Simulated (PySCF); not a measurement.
Molecule: `InChI=1S/C5H6/c1-3-5-4-2/h3H,1H2,2H3`.

Mapped SMILES: `[CH2:1]=[CH:2][C:3]#[C:4][CH3:5]`; H(Xn) means a hydrogen on atom n. Ha(C1) is cis to C3; Hb(C1) is trans to C3.

Spin–spin couplings on one PBE0-D3(BJ)/def2-SVP geometry, PySCF 2.14, gas phase, non-relativistic, equivalent pairs averaged (without the spin–dipole term); isotopes ¹H; basis pcJ-1.

Reference values (Hz): ³J(H(C2),Hb(C1)) = 11.1 (measured; solution (compiled); Pretsch, Buehlmann, Badertscher, Structure Determination of Organic Compounds, 4th ed., Springer 2009); ³J(H(C2),Ha(C1)) = 17.0 (measured; solution (compiled); Pretsch, Buehlmann, Badertscher, Structure Determination of Organic Compounds, 4th ed., Springer 2009); ²J(Ha(C1),Hb(C1)) = 2.3 (measured; solution (compiled); Pretsch, Buehlmann, Badertscher, Structure Determination of Organic Compounds, 4th ed., Springer 2009).

Question: How do the couplings (Hz) change with the functional? Times are CPU seconds on shared hosts with different chips, so compare them loosely.

Answer: 
```tsv
functional	functions	³J(H(C2),Hb(C1))	³J(H(C2),Ha(C1))	²J(Ha(C1),Hb(C1))	mean abs. error	core-s
LDA	195	9.9	13.9	3.1	1.7	12
PBE	195	11.5	17.5	2.8	0.5	16
KT2	195	14.4	23.8	1.5	3.6	17
B3LYP	195	12.7	18.9	2.6	1.3	11
PBE0	195	12.7	18.9	0.4	1.8	15
B97-2	195	11.2	16.7	1.5	0.4	15
BHandHLYP	195	15.7	22.4	-1.4	3.7	26
CAM-B3LYP	195	13.3	19.1	1.8	1.6	22
```

Errors compare magnitudes, without vibrational corrections, and the largest couplings weigh most in the mean. Closest: B97-2 and PBE, practically level; furthest: BHandHLYP. Left out for a near triplet instability: HF/pcJ-1.
